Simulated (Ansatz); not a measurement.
## Molecular dynamics of CH₄Cl

Input:

```yaml
crystal:
  periodic: [false, false, false]
  atoms:
    - { symbol: H, position_ang: [-0.2257, -0.6597, -0.3158] }
    - { symbol: C, position_ang: [0.1852, 0.5289, 0.2673] }
    - { symbol: Cl, position_ang: [-0.7496, -2.1442, -1.0884] }
    - { symbol: H, position_ang: [0.3572, 1.188, -0.5668] }
    - { symbol: H, position_ang: [-0.6437, 0.817, 0.8908] }
    - { symbol: H, position_ang: [1.0766, 0.27, 0.8129] }
magnetization:
  spin_polarized: true
  initial_magnetization: 1
basis:
  gaussian: { orbitals: "6-31G*" }
hamiltonian:
  xc: r2scan
  dispersion: d4
md:
  timestep: 0.5
  n_steps: 150
  ensemble: nve
  temperature: 600.0
  initial_velocities: maxwell_boltzmann
  seed: 250533
```

Command:

```bash
$ ansatz run input.yaml --threads 1 --pin off --max-ram 2048MiB --backend cpu --events-out ev --progress --plain --runs-dir out
```

It starts from a rough guess of a transition structure, not a stationary point.

Output, in part (one step line in 6, the closing report, with atoms numbered from 0):

```
md step     0: t =     0.00 fs  T =   600.0 K  F+E_penalty+E_count = -13620.85852336 eV  E_kin = 0.310224 eV  conserved = -13620.54829936 eV  (66 SCF iters)
md step     6: t =     3.00 fs  T =   704.4 K  F+E_penalty+E_count = -13620.91194037 eV  E_kin = 0.364196 eV  conserved = -13620.54774482 eV  (33 SCF iters)
md step    12: t =     6.00 fs  T =   923.4 K  F+E_penalty+E_count = -13621.02827757 eV  E_kin = 0.477458 eV  conserved = -13620.55081969 eV  (38 SCF iters)
md step    18: t =     9.00 fs  T =   759.7 K  F+E_penalty+E_count = -13620.94065203 eV  E_kin = 0.392793 eV  conserved = -13620.54785947 eV  (38 SCF iters)
md step    24: t =    12.00 fs  T =  1057.3 K  F+E_penalty+E_count = -13621.09629659 eV  E_kin = 0.546646 eV  conserved = -13620.54965058 eV  (35 SCF iters)
md step    30: t =    15.00 fs  T =   376.2 K  F+E_penalty+E_count = -13620.74138820 eV  E_kin = 0.194490 eV  conserved = -13620.54689830 eV  (29 SCF iters)
md step    36: t =    18.00 fs  T =   904.4 K  F+E_penalty+E_count = -13621.01758359 eV  E_kin = 0.467599 eV  conserved = -13620.54998501 eV  (94 SCF iters)
md step    42: t =    21.00 fs  T =   523.6 K  F+E_penalty+E_count = -13620.81597080 eV  E_kin = 0.270738 eV  conserved = -13620.54523319 eV  (38 SCF iters)
md step    48: t =    24.00 fs  T =  1141.0 K  F+E_penalty+E_count = -13621.14163551 eV  E_kin = 0.589938 eV  conserved = -13620.55169795 eV  (36 SCF iters)
md step    54: t =    27.00 fs  T =   340.5 K  F+E_penalty+E_count = -13620.72308177 eV  E_kin = 0.176053 eV  conserved = -13620.54702919 eV  (36 SCF iters)
md step    60: t =    30.00 fs  T =   661.9 K  F+E_penalty+E_count = -13620.89082260 eV  E_kin = 0.342208 eV  conserved = -13620.54861508 eV  (37 SCF iters)
md step    66: t =    33.00 fs  T =   684.2 K  F+E_penalty+E_count = -13620.90331040 eV  E_kin = 0.353753 eV  conserved = -13620.54955728 eV  (36 SCF iters)
md step    72: t =    36.00 fs  T =  1014.6 K  F+E_penalty+E_count = -13621.07742656 eV  E_kin = 0.524586 eV  conserved = -13620.55284091 eV  (39 SCF iters)
md step    78: t =    39.00 fs  T =   360.1 K  F+E_penalty+E_count = -13620.73343141 eV  E_kin = 0.186191 eV  conserved = -13620.54724026 eV  (40 SCF iters)
md step    84: t =    42.00 fs  T =   704.7 K  F+E_penalty+E_count = -13620.91341680 eV  E_kin = 0.364383 eV  conserved = -13620.54903356 eV  (37 SCF iters)
md step    90: t =    45.00 fs  T =   417.0 K  F+E_penalty+E_count = -13620.76097241 eV  E_kin = 0.215590 eV  conserved = -13620.54538241 eV  (40 SCF iters)
md step    96: t =    48.00 fs  T =   955.7 K  F+E_penalty+E_count = -13621.04611755 eV  E_kin = 0.494122 eV  conserved = -13620.55199513 eV  (42 SCF iters)
md step   102: t =    51.00 fs  T =   237.9 K  F+E_penalty+E_count = -13620.66998405 eV  E_kin = 0.123023 eV  conserved = -13620.54696143 eV  (41 SCF iters)
md step   108: t =    54.00 fs  T =   849.5 K  F+E_penalty+E_count = -13620.99040171 eV  E_kin = 0.439204 eV  conserved = -13620.55119798 eV  (42 SCF iters)
md step   114: t =    57.00 fs  T =   321.6 K  F+E_penalty+E_count = -13620.71073918 eV  E_kin = 0.166271 eV  conserved = -13620.54446850 eV  (41 SCF iters)
md step   120: t =    60.00 fs  T =   758.2 K  F+E_penalty+E_count = -13620.94177968 eV  E_kin = 0.392000 eV  conserved = -13620.54977942 eV  (39 SCF iters)
md step   126: t =    63.00 fs  T =   322.8 K  F+E_penalty+E_count = -13620.71386104 eV  E_kin = 0.166877 eV  conserved = -13620.54698387 eV  (39 SCF iters)
md step   132: t =    66.00 fs  T =   921.5 K  F+E_penalty+E_count = -13621.03111895 eV  E_kin = 0.476437 eV  conserved = -13620.55468179 eV  (39 SCF iters)
md step   138: t =    69.00 fs  T =   759.0 K  F+E_penalty+E_count = -13620.94562630 eV  E_kin = 0.392437 eV  conserved = -13620.55318926 eV  (39 SCF iters)
md step   144: t =    72.00 fs  T =   424.0 K  F+E_penalty+E_count = -13620.76647273 eV  E_kin = 0.219239 eV  conserved = -13620.54723421 eV  (41 SCF iters)
md step   150: t =    75.00 fs  T =   676.7 K  F+E_penalty+E_count = -13620.89859038 eV  E_kin = 0.349887 eV  conserved = -13620.54870378 eV  (105 SCF iters)
Total energy: -13620.89859660 eV, -500.5587908484 hartree
Atom 0 at     1.143801    -0.424819     0.416406 Å, force    -2.263447     1.609968    -0.535124 eV/Å
Atom 1 at     0.171955     0.254825     0.188262 Å, force     3.118109    -1.222623    -1.147683 eV/Å
Atom 2 at    -0.754851    -2.034494    -1.056473 Å, force    -0.096645    -0.318711    -0.219109 eV/Å
Atom 3 at     0.147791     0.484673    -0.911263 Å, force    -0.006759    -0.478044     0.722004 eV/Å
Atom 4 at    -0.716704    -0.272010     0.506240 Å, force    -0.444995     0.233452     0.495318 eV/Å
Atom 5 at     0.331988     1.235050     0.628685 Å, force    -0.306263     0.175958     0.684594 eV/Å
Dipole moment:     0.069368     0.192648     0.084632 e Å
```

All steps were run. The conserved energy stayed within 1.1 meV per atom of its start (net change -0.068 meV per atom), so the integration is sound. A run of 0.075 ps of so small a system gives no equilibrium averages.

The step under study would form H1–Cl3 and break H1–C2. These pairs go: H1–Cl3 1.75 → 2.89 Å, H1–C2 1.39 → 1.21 Å. In the last frame they stand as before the step (other bonds may differ from the relaxed reactants and products). It ends as CH4 + Cl. Pairs count as bonded within 1.25 times the sum of covalent radii (0.12 Å more for H–H).

Last frame:

```xyz
6
Properties=species:S:1:pos:R:3
H 1.144 -0.425 0.416
C 0.172 0.255 0.188
Cl -0.755 -2.034 -1.056
H 0.148 0.485 -0.911
H -0.717 -0.272 0.506
H 0.332 1.235 0.629
```

Time of the run: 14 min on 1 CPU thread of a shared host.
